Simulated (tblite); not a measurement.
Species: P2F4.
Z-matrix (Å and degrees, GFN2-xTB geometry), rows numbered from 1:
```
F 
P   1  1.6194
F   2  1.6197  1   94.28
P   2  2.2644  1   93.42  3   -93.80
F   4  1.6193  2   93.62  1  -179.93
F   4  1.6196  2   93.50  1   -85.46
```

Method: GFN2-xTB as coded in tblite; computed harmonic values from a numerical Hessian at the method's own geometry, unscaled. The method is semi-empirical: single wavenumbers can be off by several per cent or more. One conformer, not necessarily the lowest.

Harmonic wavenumbers (cm⁻¹): 39.0, 108.2, 175.1, 206.8, 244.0, 327.2, 350.6, 493.1, 686.7, 725.5, 750.7, 761.6.

A = 3738, B = 1766, C = 1384 MHz; mass 137.941 u (most abundant isotopes); point group C2h, symmetry number 2.

**Question.** What is the zero-point energy?

**Answer.** Half the sum of the wavenumbers: 2434 cm⁻¹ = 29.12 kJ/mol.

**Question.** What is S at 273.15 K and 1 bar for an ideal gas of classical rigid rotors and harmonic oscillators?

**Answer.** Translation 168.48, rotation 110.11, vibration 73.60: S = 352.2 J/(mol K).

**Question.** And Cp and H(273.15 K) − H(0)?

**Answer.** Cp = 100.86 J/(mol K), of which vibrations give 67.60 (their classical limit is 12 R = 99.8); H(273.15 K) − H(0) = 19.44 kJ/mol without the zero-point energy, 10.36 from vibrations.

**Question.** What must be added to the electronic energy to get the Gibbs energy at 273.15 K and 1 bar?

**Answer.** ZPE + [H(273.15 K) − H(0)] − T·S = 29.12 + 19.44 − 96.20 = -47.64 kJ/mol.

**Question.** How do the functions run with temperature in this model?

**Answer.** 
| T (K) | S (J/(mol K)) | Cp (J/(mol K)) | H − H(0) (kJ/mol) | G − H(0) (kJ/mol) | ln q(vib) |
| --- | --- | --- | --- | --- | --- |
| 150 | 298.8 | 77.7 | 8.33 | -36.49 | 2.15 |
| 250 | 343.4 | 97.4 | 17.15 | -68.70 | 3.90 |
| 298.15 | 361.2 | 104.2 | 22.01 | -85.68 | 4.70 |
| 400 | 393.3 | 114.0 | 33.16 | -124.15 | 6.30 |
| 600 | 441.5 | 123.3 | 57.03 | -207.90 | 9.02 |
| 900 | 492.7 | 128.4 | 94.93 | -348.50 | 12.30 |

q(vib) and H(0) count from the zero-point level.

Hindered rotation and anharmonicity are outside this model. Other conformers, if any are populated, would add a mixing term that is left out.
